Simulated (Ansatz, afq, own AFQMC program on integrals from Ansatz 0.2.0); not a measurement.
BH2, doublet: a scan with AFQMC

| atom | x (Å) | y (Å) | z (Å) |
| --- | --- | --- | --- |
| B | 0.0000 | -0.0800 | 0.0000 |
| H | 0.0000 | 0.4291 | -1.0770 |
| H | 0.0000 | 0.4291 | 1.0770 |

The B1–H2 distance is changed with both sides rigid. Energies in mEh count from this geometry (1.191 Å) at the same level; the start stands on UHF, each point on the determinant named.

Basis cc-pVDZ. Only valence electrons are correlated. Ansatz 0.2.0 and our own AFQMC program on the same integrals; the CISD trial comes from CCSD amplitudes, and released means the phaseless constraint is let go. ± is one standard error of the sampling.

Cautions, each for one point or more: an unrestricted solution with more broken spin lies lower, while this determinant keeps restricted orbitals; strong correlation; unrestricted determinant spin contaminated.

```
r(B1–H2) / Å  det.     T1  weight  ⟨S²⟩  CCSD(T)  ph-AFQMC/CISD  released AFQMC    FCI  CCSDT(Q)  wB97M-V  r2SCAN
       1.078   UHF  0.008    0.96  0.75      9.1     9.1 ± 0.04      9.1 ± 0.02    9.1       9.1      8.1     8.6
       1.288   UHF  0.009    0.95  0.75      2.4     2.4 ± 0.04      2.4 ± 0.02    2.4       2.4      3.0     2.7
       1.668   UHF  0.015    0.94  0.75     47.0    46.8 ± 0.05     46.7 ± 0.04   46.7      46.7     48.9    47.7
       2.173   UHF  0.082    0.82  1.11    106.2   105.8 ± 0.08               –  105.1     105.1    112.8  109.9§
       3.231   UHF  0.022    0.91  0.75    128.1   128.1 ± 0.04    128.1 ± 0.06  127.9     128.0    136.5  144.5§
```

Weight is that of the determinant in the CISD state; at the start T1 is 0.008 and the weight 0.95, and ⟨S²⟩ is 0.75. Symmetry can't show for every point that it stays on the start's state. A dash marks a missing value, a released energy that hasn't settled or a functional that sits on another state. § marks a functional whose ⟨S²⟩ is too high by over 0.1. Largest departures from full CI: CCSD(T) 1.1 mEh at 2.173 (on UHF), ph-AFQMC/CISD 0.7 mEh at 2.173 (on UHF), released AFQMC 0.2 mEh at 3.231 (on UHF), CCSDT(Q) 0.0 mEh at 3.231 (on UHF). The functionals aren't scored here. In this small basis the wave-function levels are far from their limit, so their gap to the functionals isn't the functionals' error.

Some points may be missing: those where a free walk finds a much lower state, and past Zn most of those on another determinant than at the start.

CCSDT and higher add their correlation energy to the determinant of the CCSD(T) run, since their own runs factorise the integrals more tightly (a shift of under 2 meV). A walk keeps the symmetry of its determinant, which the program's search chose and which needn't be the lowest solution, so a lower state of the same spin and another symmetry isn't excluded. Released energies are given only where the last usable release times agree within the noise; a slower fall can still hide under it.
